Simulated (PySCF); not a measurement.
Molecule: `C=C=CC=C`, C5H6.

Structure with atom numbers: `[CH2:1]=[C:2]=[CH:3][CH:4]=[CH2:5]`. Each H is labelled by its parent atom. Ha(C5) is cis to C3; Hb(C5) is trans to C3.

Geometry PBE0-D3(BJ)/def2-SVP throughout; GIAO in PySCF 2.14.0 with density-fitted response routines, gas phase, one conformer, non-relativistic; equivalent atoms averaged; basis pcSseg-2.

Q: How do the absolute shieldings σ depend on the functional? (a selection of nuclei; ppm; last column core-seconds on shared hosts with different chips, so compare them loosely; the GGAs took longer than the global hybrids here, which isn't the general rule, and the cause wasn't traced)

A: 
```tsv
functional	kind	C2	C4	C5	C3	C1	H(C4)	H(C3)	Hb(C5)	H(C1)	core-s
HF	Hartree–Fock	-44.3	47.1	68.1	92.8	110.9	25.18	25.56	26.49	26.55	12
LDA	LDA	-56.4	29.9	52.1	74.7	98.6	24.13	24.55	25.55	25.62	30
PBE	GGA	-50.8	34.9	56.9	77.0	100.5	24.65	25.01	26.06	26.07	38
BLYP	GGA	-57.3	30.0	53.9	72.6	97.2	24.93	25.27	26.34	26.31	37
BP86	GGA	-50.4	35.2	57.1	77.1	100.3	24.74	25.09	26.12	26.14	39
OPBE	GGA	-37.2	45.7	65.1	85.1	106.8	24.63	24.98	26.02	26.07	37
KT2	GGA	-35.7	46.5	68.1	85.9	108.1	24.85	25.09	26.24	26.14	36
KT3	GGA	-35.5	47.1	68.4	85.5	107.7	25.03	25.27	26.41	26.31	36
B97-D	GGA	-45.2	39.2	61.1	79.5	102.5	24.97	25.28	26.35	26.32	37
B3LYP	global hybrid	-56.0	32.9	55.8	76.5	99.3	24.92	25.27	26.29	26.29	24
PBE0	global hybrid	-49.2	38.5	59.4	81.6	103.1	24.70	25.07	26.05	26.10	24
mPW1PW91	global hybrid	-50.2	37.9	58.7	80.9	102.3	24.77	25.13	26.11	26.16	24
WP04	global hybrid	-64.3	28.5	49.0	68.7	90.2	25.45	25.65	26.66	26.61	26
B97-2	global hybrid	-45.7	41.0	61.8	82.7	104.0	24.88	25.21	26.23	26.24	29
BHandHLYP	global hybrid	-53.4	37.5	59.6	82.1	103.0	24.97	25.31	26.30	26.32	24
CAM-B3LYP	range-separated hybrid	-54.8	33.3	56.1	79.3	100.7	24.79	25.25	26.15	26.26	34
wB97X-D	range-separated hybrid	-49.2	37.2	58.6	81.9	102.1	24.81	25.26	26.13	26.27	33
LC-wPBE	range-separated hybrid	-48.9	37.3	57.2	84.0	102.7	24.68	25.25	25.95	26.24	44
```

Q: Which nucleus among those listed moves most, in ppm?

A: C2 (central carbon of an allene): from -64.3 ppm with WP04 to -35.5 ppm with KT3. The smallest spread is 0.99 ppm, at H(C1). Proton shifts span only some 12 ppm, so a few tenths of a ppm matter as much there as several ppm in carbon.
